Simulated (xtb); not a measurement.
CH2O, charge -1, doublet, at a GFN2-xTB geometry of the parent state (a state made from the parent by changing its charge; the spin is typed, not shown lowest); GFN1-xTB run with xtb 6.7.1.

xtb was given this input:
```
$ xtb mol.xyz --gfn 1 --chrg -1 --uhf 1 --json

# file mol.xyz
4

C     -0.53139059     0.09875113     0.20377579
O      0.67582481    -0.13093537    -0.13337683
H     -1.28481427    -0.64171074    -0.11474272
H     -0.93344069     1.09668689    -0.04089743
```

The log (banner, timings and long lists left out):

```
   ID    Z sym.   atoms
    1    6 C      1
    2    8 O      2
    3    1 H      3, 4

           -------------------------------------------------
          |                Calculation Setup                |
           -------------------------------------------------

           -------------------------------------------------
          |                 G F N 1 - x T B                 |
           -------------------------------------------------

          ...................................................
          :                      SETUP                      :
          :.................................................:
          :  # basis functions                  12          :
          :  # atomic orbitals                  12          :
          :  # shells                            8          :
          :  # electrons                        13          :
          :  # halogen bonds                     0          :
          :  max. iterations                   250          :
          :  Hamiltonian                  GFN1-xTB          :
          :  restarted?                      false          :
          :  GBSA solvation                  false          :
          :  PC potential                    false          :
          :  electronic temp.          300.0000000     K    :
          :  accuracy                    1.0000000          :
          :  -> integral cutoff          0.2500000E+02      :
          :  -> integral neglect         0.1000000E-07      :
          :  -> SCF convergence          0.1000000E-05 Eh   :
          :  -> wf. convergence          0.2000000E-04 e    :
          :  Broyden damping             0.4000000          :
          :  net charge                         -1          :
          :  unpaired electrons                  1          :
          ...................................................

 iter      E             dE          RMSdq      gap      omega  full diag
   1     -8.0241577 -0.802416E+01  0.812E+00    3.23       0.0  T
   2     -8.0371290 -0.129713E-01  0.482E+00    3.50       1.0  T
   3     -8.0376817 -0.552665E-03  0.893E-01    3.97       1.0  T
   4     -8.0380007 -0.319020E-03  0.930E-02    3.87       1.0  T
   5     -8.0380343 -0.336171E-04  0.544E-02    3.83       1.0  T
   6     -8.0380410 -0.672682E-05  0.299E-03    3.83      16.7  T
   7     -8.0380411 -0.188018E-07  0.518E-04    3.83      96.6  T
   8     -8.0380411 -0.382270E-09  0.542E-06    3.83    9218.1  T
   9     -8.0380411 -0.710543E-13  0.900E-08    3.83  100000.0  T

   *** convergence criteria satisfied after 9 iterations ***

         :::::::::::::::::::::::::::::::::::::::::::::::::::::
         ::                     SUMMARY                     ::
         :::::::::::::::::::::::::::::::::::::::::::::::::::::
         :: total energy              -7.984761639974 Eh    ::
         :: gradient norm              0.090947036753 Eh/a0 ::
         :: HOMO-LUMO gap              3.827879499926 eV    ::
         ::.................................................::
         :: SCC energy                -8.038041061269 Eh    ::
         :: -> electrostatic           0.226010344518 Eh    ::
         :: repulsion energy           0.053693824159 Eh    ::
         :: dispersion energy         -0.000414402865 Eh    ::
         :: halogen bond corr.         0.000000000000 Eh    ::
         :: add. restraining           0.000000000000 Eh    ::
         :: total charge              -1.000000000000 e     ::
         :::::::::::::::::::::::::::::::::::::::::::::::::::::

           -------------------------------------------------
          |                Property Printout                |
           -------------------------------------------------

    * Orbital Energies and Occupations

         #    Occupation            Energy/Eh            Energy/eV
      -------------------------------------------------------------
         1        2.0000           -0.4170733             -11.3491
         2        2.0000           -0.3118243              -8.4852
         3        2.0000           -0.2560515              -6.9675
         4        2.0000           -0.2190210              -5.9599
         5        2.0000           -0.1890799              -5.1451
         6        2.0000           -0.1042629              -2.8371
         7        1.0000            0.0202757               0.5517 (HOMO)
         8                          0.1609477               4.3796 (LUMO)
         9                          0.2037379               5.5440
        10                          0.5691004              15.4860
        11                          0.6377269              17.3534
        12                          0.7604095              20.6918
      -------------------------------------------------------------
                  HL-Gap            0.1406720 Eh            3.8279 eV
             Fermi-level            0.0243090 Eh            0.6615 eV

  Mulliken/CM5 charges         n(s)   n(p)   n(d)
     1C     0.04083 -0.02046   0.980  2.980  0.000
     2O    -0.76576 -0.82082   1.759  5.006  0.000
     3H    -0.13754 -0.07936   1.138  0.000  0.000
     4H    -0.13754 -0.07936   1.138  0.000  0.000

Wiberg/Mayer (AO) data.
largest (>0.10) Wiberg bond orders for each atom

 ---------------------------------------------------------------------------
     #   Z sym  total        # sym  WBO       # sym  WBO       # sym  WBO
 ---------------------------------------------------------------------------
     1   6 C    3.416 --     2 O    1.482     4 H    0.967     3 H    0.967
     2   8 O    1.586 --     1 C    1.482
     3   1 H    1.036 --     1 C    0.967
     4   1 H    1.036 --     1 C    0.967
 ---------------------------------------------------------------------------

Topologies differ in total number of bonds
Writing topology from bond orders to xtbtopo.mol

 dipole moment from electron density (au)
     X       Y       Z
  -0.7853   0.1575   0.0278  total (Debye):    2.037

           -------------------------------------------------
          | TOTAL ENERGY               -7.984761639974 Eh   |
          | GRADIENT NORM               0.090947036753 Eh/α |
          | HOMO-LUMO GAP               3.827879499926 eV   |
           -------------------------------------------------

normal termination of xtb
```
